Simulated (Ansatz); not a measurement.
`[F][Mg][SH]` + H–F → `[F][Mg][F]` + H₂S at 500 K and 1 bar (ligand exchange at a Mg–S bond).

Gas-phase electronic energies from Ansatz, PBE0-D4/def2-TZVP geometries. CCSD(T)/CBS adds triple-zeta CCSD(T) − MP2 to the extrapolated MP2 energy (def2 sets, frozen cores). This one scheme is used for every species. For Mg outer-core shells are correlated without core-valence functions, which leaves a few kJ/mol of doubt a bond. One conformer a species, not always the lowest.

| species | CCSD(T)/CBS energy (Eh) | H − E (kJ/mol) | S (J/(mol·K)) |
| --- | --- | --- | --- |
| `[F][Mg][SH]` | -698.17668 | 56.5 | 325.4 |
| H–F | -100.39570 | 39.4 | 188.7 |
| `[F][Mg][F]` | -399.61583 | 34.2 | 275.6 |
| H₂S | -398.97279 | 57.0 | 224.0 |

H − E and S are ideal-gas, rigid-rotor, harmonic terms from PBE0-D4/def2-TZVP, for one conformer and one mirror image of each species. 1 Eh = 2625.50 kJ/mol, R = 8.31446 J/(mol·K).

Question: By hand: ΔE, ΔH, ΔS and ΔG.

Answer: ΔE = (-399.61583) + (-398.97279) − (-698.17668) − (-100.39570) = -0.01624 Eh = -42.6 kJ/mol. Δ(H − E) = 34.2 + 57.0 − 56.5 − 39.4 = -4.7, so ΔH = -47.3 kJ/mol. ΔS = 275.6 + 224.0 − 325.4 − 188.7 = -14.5 J/(mol·K). ΔG = -47.3 − 500 × (-14.5)/1000 = -40.0 kJ/mol.

Question: By hand: the equilibrium constant, and the temperature at which ΔG would vanish if ΔH and ΔS stayed fixed.

Answer: log₁₀ K = −ΔG/(RT ln 10) = 4.2. ΔG = 0 at ΔH/ΔS = 3262 K, far beyond where these terms or the molecules hold.

The number of gas molecules stays the same, so ΔS is small and ΔH decides. A doubt of 5 kJ/mol in ΔE shifts log₁₀ K by 0.5 here. Other conformers and mirror images would add mixing entropy, several J/(mol·K) or more a flexible species. These are equilibria of isolated gas molecules and say nothing of rates. Largest T1 diagnostic: 0.012 (customary marks: 0.02 for closed shells, 0.045 for open ones).
